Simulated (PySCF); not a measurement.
Consider methylene chloride, `ClCCl` (CH2Cl2). Numbering: `[Cl:1][CH2:2][Cl:3]`

Computed at ωB97X-D3(BJ)/ma-def2-TZVP // PBE0-D3(BJ)/def2-SVP with PySCF (density fitting, grid level 2). The prefix ma- adds one diffuse s and one diffuse p function on all atoms but H. ωB97X-D3(BJ) is ωB97X-V with D3(BJ) in place of VV10. Zero-point and thermal terms (298.15 K, 1 bar) come from unscaled PBE0-D3(BJ)/def2-SVP harmonic frequencies, with soft modes damped to free rotors in the entropy.

What are the vertical and the adiabatic ionisation energy for forming the radical cation?

11.51 eV vertical and 11.28 eV adiabatic, the latter with zero-point energy.

Where does the unpaired spin of the relaxed radical cation sit?

Cl3 (chlorine) 0.38, Cl1 (chlorine) 0.38, H (on C2) 0.09, H (on C2) 0.09 (intrinsic atomic orbital populations).

What oxidation potential follows in acetonitrile (IEF-PCM), given that Fc+/Fc comes at 4.54 V absolute with this functional and basis?

In the gas phase ΔG of oxidation is 11.261 eV, and solvation is -13.6 kJ/mol for the parent and -267.9 kJ/mol for the product, so the absolute potential is 8.63 V, or 4.08 V against Fc+/Fc. Fc+/Fc in acetonitrile, 4.54 V, is ωB97X-D3(BJ)/ma-def2-TZVP on PBE0-D3(BJ)/def2-SVP structures with GFN2-xTB thermal terms. Benchmark calculations put it near 5.0 V in acetonitrile and DMSO, so it is about 0.5 V low, and the value against it can read up to that much too high. The solvent is electrostatics only, on gas-phase structures; the absolute scale refers to an electron at rest in vacuum.

How far is −ε(HOMO) from the vertical value by ΔSCF?

−ε(HOMO) = 11.28 eV, which is 0.23 eV below the ΔSCF value.

Caveats: spin-orbit coupling is left out of the energies, which matters for open shells on the heavier atoms.

Differences come from unrounded values, so a last digit can differ from that of the printed terms.
